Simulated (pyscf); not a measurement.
## Four-centre exchange: HS–Ga(Cl)–Cl (SMILES [SH][Ga]([Cl])[Cl]) + HF (SMILES F) -> H₂S (SMILES S) + F–Ga(Cl)–Cl (SMILES [F][Ga]([Cl])[Cl])

Gas phase, singlet surface, charge 0. Bonds broken: S1–Ga2, F6–H7. Bonds formed: S1–H7, Ga2–F6. Optimised with ωB97X-D3(BJ)/def2-SVP in PySCF.

Transition state (Å):

```xyz
7

S      0.1600     0.4051     1.1542
Ga    -1.4389    -0.2175    -0.4509
Cl    -1.3510    -2.2940    -0.9143
Cl    -3.2522     0.8854    -0.3782
H      0.8225    -0.7660     1.0518
F     -0.1154     0.7371    -1.4787
H      0.4024     0.8233    -0.3626
```

One imaginary mode, 865i cm⁻¹; descent along it reached the two sides named, in the forms told below.

```json
[
 {"bond": "S1–Ga2", "change": "breaks", "reactant side (Å)": "2.221", "saddle": "2.350", "product side": "2.505"},
 {"bond": "F6–H7", "change": "breaks", "reactant side (Å)": "0.951", "saddle": "1.233", "product side": "2.598"},
 {"bond": "S1–H7", "change": "forms", "reactant side (Å)": "2.318", "saddle": "1.592", "product side": "1.350"},
 {"bond": "Ga2–F6", "change": "forms", "reactant side (Å)": "2.195", "saddle": "1.929", "product side": "1.761"}
]
```

Electronic energies relative to the separated reactants (eV):

| level | barrier | reaction energy | reverse barrier |
|---|---|---|---|
| ωB97X-D3(BJ)/def2-TZVP | -0.11 | +0.23 | -0.34 |
| PBE/def2-TZVP | -0.21 | +0.13 | -0.34 |
| r²SCAN/def2-TZVP | -0.27 | +0.10 | -0.37 |
| B3LYP-D3(BJ)/def2-TZVP | -0.08 | +0.12 | -0.21 |
| PBE0-D3(BJ)/def2-TZVP | -0.14 | +0.22 | -0.36 |
| M06-2X/def2-TZVP | -0.13 | +0.11 | -0.24 |
| ωB97M-D3(BJ)/def2-TZVP | -0.06 | +0.10 | -0.16 |
| HF/def2-TZVP | 0.51 | -0.03 | 0.54 |

With ωB97M-D3(BJ)/def2-TZVP energies and thermal terms (ideal gas, 1 atm, RRHO with modes under 100 cm⁻¹ raised to 100, one conformer, R ln 2 for rigid chiral ones), in eV:

```
T (K)    ΔH‡   ΔG‡     ΔH     ΔG
-----  -----  ----  -----  -----
298    -0.15  0.32  +0.05  +0.03
600    -0.15  0.81  +0.02  +0.02
900    -0.14  1.28   0.00  +0.02
1200   -0.12  1.76  -0.01  +0.03
```

On the reactant side the descent ends in an adduct with a F–Ga contact, 0.41 eV under the separated species and 0.29 eV under the saddle at ωB97X-D3(BJ)/def2-TZVP. On the product side the descent ends in an adduct with a Ga–S contact, 0.91 eV under the separated species and 0.57 eV under the saddle at ωB97X-D3(BJ)/def2-TZVP. At ωB97X-D3(BJ), PBE, r²SCAN, B3LYP-D3(BJ), PBE0-D3(BJ), M06-2X, ωB97M-D3(BJ) the saddle lies under the separated reactants, which points to a path from their complex (located at ωB97X-D3(BJ) alone). At ωB97X-D3(BJ), PBE, r²SCAN, B3LYP-D3(BJ), PBE0-D3(BJ), M06-2X, ωB97M-D3(BJ) the saddle lies under the separated products, which points to a path from their complex (located at ωB97X-D3(BJ) alone), and parting the products costs more than the saddle. What is counted as formed (F–Ga) is already present as a longer contact in the reactant adduct; forming that adduct is a step of its own. What is counted as broken (Ga–S) persists as a longer contact in the product adduct; parting that adduct is a step of its own. This is the saddle that the search found; another between the same sides may lie lower. Elements up to Kr have no core potential and no relativistic terms here.
